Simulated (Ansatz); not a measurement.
**SO₂ (singlet): the correlation ladder, STO-3G**

How much of the correlation energy of SO₂ (singlet) does each wave-function method recover here?

Method: STO-3G, core rule «outside noble gas», up to 7 orbitals frozen; program: Ansatz 0.2.0, Gaussian basis.

The runs, in order: UHF; CCSD(T) on RHF; CCSD(T) on UHF; BCCD(T) on RHF; CISD; CCSDT(Q) on RHF; CCSDT(Q) on UHF; CISDTQ; CCSDTQ on RHF; CCSDTQ on UHF; CASSCF and MRCISD+Q, 18 electrons in 12 orbitals; CASSCF and NEVPT2, 18 electrons in 12 orbitals; Full CI.

9 further runs of the same task are left out: 9 set aside as unsound or not needed.

## (1) The system

The geometry is an MP2(full)/6-31G* stationary point (not a proven minimum).

3 atoms, charge 0, spin multiplicity 1.

Atoms are counted from 1 here; the program's logs count them from 0.

Bond lengths: S1–O2 1.477 Å, S1–O3 1.477 Å. Angles: O2–S1–O3 119.8°.

## (2) UHF

The input, in.yaml:

```yaml
crystal:
  periodic: [false, false, false]
  atoms:
    - {symbol: S, position_ang: [0.000000, 0.000000, 0.369885]}
    - {symbol: O, position_ang: [0.000000, 1.277617, -0.370651]}
    - {symbol: O, position_ang: [0.000000, -1.277617, -0.370651]}
basis:
  gaussian: {orbitals: STO-3G}
magnetization: {spin_polarized: true, initial_magnetization: 0}
hamiltonian: {xc: hf}
output: {orbitals: {seedname: orbitals}}
```

Command:

```bash
ansatz run in.yaml --threads 1 --pin off --events-out ev --progress --plain --max-ram 4096MiB --backend cpu
```

After this run come: CCSD(T) on RHF; CCSD(T) on UHF; BCCD(T) on RHF; CISD; CCSDT(Q) on RHF; CCSDT(Q) on UHF; CISDTQ; CCSDTQ on RHF; CCSDTQ on UHF; CASSCF and MRCISD+Q, 18 electrons in 12 orbitals; CASSCF and NEVPT2, 18 electrons in 12 orbitals; Full CI.

Q: Predict the results of all the runs planned. Wanted: FCI below the RHF energy; RMP2 from FCI; UMP2 from FCI; RCCSD from FCI; RCCSD(T) from FCI; UCCSD(T) from FCI; RCCSDT(Q) from FCI; UCCSDT(Q) from FCI; NEVPT2 valence from FCI.

The runs gave:

| quantity | value |
| --- | --- |
| FCI below the RHF energy | -6.1087 eV |
| RMP2 from FCI | +51.5 kJ/mol |
| UMP2 from FCI | +165.5 kJ/mol |
| RCCSD from FCI | +60.1 kJ/mol |
| RCCSD(T) from FCI | +3.7 kJ/mol |
| UCCSD(T) from FCI | +17.5 kJ/mol |
| RCCSDT(Q) from FCI | -1.4 kJ/mol |
| UCCSDT(Q) from FCI | -4.7 kJ/mol |
| NEVPT2 valence from FCI | -0.2 kJ/mol |
| MRCISD+Q valence from FCI | -0.2 kJ/mol |
| levels within 1 kcal/mol (43 meV) | RCCSD(T), RCCSDT, UCCSDT, RCCSDT(Q), RCCSDTQ, UCCSDTQ, CASSCF valence, NEVPT2 valence, MRCISD valence, MRCISD+Q valence |
| T1 diagnostic | 0.036 |
| effectively unpaired electrons | 0.48 |

What this shows: RCCSD(T) misses by +3.7 kJ/mol, 0.6 % of the correlation energy. CCSD(T) misses by +3.7 kJ/mol on the restricted determinant and by +17.5 kJ/mol on the unrestricted one; the two need not hold the same state or core. RCCSDT(Q), UCCSDT(Q), CASSCF valence, NEVPT2 valence, MRCISD valence, MRCISD+Q valence fall below full CI: unrestricted runs freeze a spin-polarised core, another one than full CI's, and coupled cluster isn't variational. The occupations show some static correlation. Of the multireference levels listed MRCISD+Q valence comes nearest in total energy (-0.2 kJ/mol), which doesn't show that its space is the better one. These misses are within one basis, not against nature.
